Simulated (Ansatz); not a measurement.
System (SMILES): [NH2] (NH2), doublet.
Atoms: N1, H2, H3. Bonds: N1-H2, N1-H3.

Basis-set convergence of the lowest harmonic wavenumber at B3LYP with Ansatz (a first-principles code). Each level at its own minimum, finite differences of forces, unscaled; the reference is a large set that could be run, not a limit. Cartesian d functions, on some or all atoms, in 6-31G*, 6-31G**; all else is spherical. The program fits the integrals of some runs and decomposes those of others, by size. Open shells are unrestricted. No added dispersion term, no relativity. Reference: the value in def2-QZVPPD, 1532 cm⁻¹, itself unsure by roughly 2 cm⁻¹ (its mean distance from pcseg-3, def2-QZVPP, cc-pVQZ). Deviations are taken from unrounded values.

```tsv
basis	functions	lowest harmonic wavenumber (cm⁻¹)	minus reference (cm⁻¹)
STO-3G	7	1821	289
3-21G	13	1603	71
6-31G*	19	1601	69
def2-SVP	24	1532	0
6-31G**	25	1565	34
def2-SVPD	36	1498	-33
aug-cc-pVDZ	41	1516	-16
aug-pcseg-1	41	1522	-10
def2-TZVP	43	1531	-1
6-311++G(2d,2p)	47	1539	7
cc-pVTZ	58	1542	10
def2-TZVPP	59	1536	4
jun-cc-pV(T+d)Z	67	1533	1
def2-TZVPPD	71	1534	2
cc-pVQZ	115	1536	4
def2-QZVPP	117	1532	0
pcseg-3	126	1532	0
def2-QZVPPD	129	1532	0
```

The smallest set listed that lies within 50 cm⁻¹ of the reference with all its larger relatives (same family, alike in diffuse functions; a set with none counts only in the reference's own line) is def2-SVP (24 functions, 0 cm⁻¹ off). Inside, with no larger relative to test it: pcseg-3. (Relatives not listed, tested too: 6-311G** 4, def2-TZVPD 0, 6-311++G(3df,3pd) -3, aug-cc-pVTZ -1, aug-pcseg-2 -3, def2-QZVP 0 cm⁻¹.)
